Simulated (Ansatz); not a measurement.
Born–Oppenheimer molecular dynamics of CH$_{2}$OS (5 atoms, charge 0, multiplicity 1). It starts at the highest image of a converged band, a first-order saddle point between two minima.

Theory: RKS B3LYP/def2-SVP in Ansatz.

| Quantity | Value |
| --- | --- |
| ensemble | NVE (velocity Verlet) |
| time step | 0.5 fs |
| steps asked | 200 |
| starting velocities drawn for | 100 K |
| seed | 11732 |

Frames 0.5 fs apart, positions in Å.

Velocities at 75.0 fs (Å/ps):

```
H 7.41 -10.55 32.00
O 0.15 3.34 4.09
C -5.75 5.64 -7.77
H 5.75 -20.33 -23.70
S 1.67 -2.81 0.61
```

```xyz
5
Properties=species:S:1:pos:R:3 time_fs=75.0 energy_less_start_eV=-0.193 T=604
H 0.700 -1.447 0.282
O 0.286 -0.917 -0.616
C -0.243 0.345 -0.257
H -0.676 0.836 -1.141
S 0.058 0.598 1.302
5
Properties=species:S:1:pos:R:3 time_fs=75.5 energy_less_start_eV=-0.117 T=408
H 0.701 -1.449 0.294
O 0.286 -0.915 -0.614
C -0.246 0.347 -0.261
H -0.673 0.826 -1.152
S 0.059 0.597 1.303
5
Properties=species:S:1:pos:R:3 time_fs=76.0 energy_less_start_eV=-0.098 T=358
H 0.699 -1.444 0.298
O 0.286 -0.914 -0.612
C -0.248 0.349 -0.265
H -0.670 0.817 -1.163
S 0.060 0.596 1.303
5
Properties=species:S:1:pos:R:3 time_fs=76.5 energy_less_start_eV=-0.134 T=452
H 0.691 -1.433 0.295
O 0.286 -0.912 -0.609
C -0.249 0.349 -0.268
H -0.668 0.808 -1.173
S 0.060 0.595 1.304
5
Properties=species:S:1:pos:R:3 time_fs=77.0 energy_less_start_eV=-0.220 T=669
H 0.680 -1.416 0.283
O 0.286 -0.911 -0.607
C -0.250 0.349 -0.271
H -0.666 0.801 -1.182
S 0.061 0.594 1.304
5
Properties=species:S:1:pos:R:3 time_fs=77.5 energy_less_start_eV=-0.335 T=961
H 0.665 -1.392 0.266
O 0.287 -0.910 -0.604
C -0.251 0.347 -0.275
H -0.665 0.794 -1.190
S 0.061 0.593 1.305
5
Properties=species:S:1:pos:R:3 time_fs=78.0 energy_less_start_eV=-0.450 T=1248
H 0.648 -1.364 0.242
O 0.287 -0.908 -0.601
C -0.251 0.345 -0.278
H -0.663 0.789 -1.196
S 0.062 0.593 1.306
5
Properties=species:S:1:pos:R:3 time_fs=78.5 energy_less_start_eV=-0.519 T=1417
H 0.628 -1.332 0.215
O 0.286 -0.907 -0.599
C -0.250 0.342 -0.280
H -0.662 0.784 -1.202
S 0.062 0.592 1.306
5
Properties=species:S:1:pos:R:3 time_fs=79.0 energy_less_start_eV=-0.498 T=1362
H 0.608 -1.299 0.187
O 0.286 -0.906 -0.597
C -0.248 0.338 -0.282
H -0.662 0.780 -1.206
S 0.062 0.592 1.307
5
Properties=species:S:1:pos:R:3 time_fs=79.5 energy_less_start_eV=-0.383 T=1076
H 0.589 -1.268 0.164
O 0.286 -0.904 -0.595
C -0.247 0.333 -0.285
H -0.662 0.778 -1.209
S 0.063 0.592 1.308
5
Properties=species:S:1:pos:R:3 time_fs=80.0 energy_less_start_eV=-0.249 T=753
H 0.574 -1.240 0.152
O 0.285 -0.902 -0.595
C -0.244 0.327 -0.287
H -0.662 0.776 -1.210
S 0.063 0.593 1.309
5
Properties=species:S:1:pos:R:3 time_fs=80.5 energy_less_start_eV=-0.225 T=700
H 0.566 -1.220 0.154
O 0.283 -0.899 -0.595
C -0.242 0.321 -0.288
H -0.662 0.776 -1.209
S 0.063 0.593 1.310
```

Of the whole run (100 fs, mean temperature of the second half 1739 K): The conserved energy stayed within 2 meV per atom of its start (net change -1.1 meV per atom), so the integration is sound. The system heated up, since it started high on the potential surface and ran downhill. A run of 0.1 ps of so small a system gives no equilibrium averages. The orbitals stay closed-shell, which can raise the energy where a bond breaks towards radicals; this wasn't checked here.

Run time: 3.7 min on 1 CPU thread of a shared host.
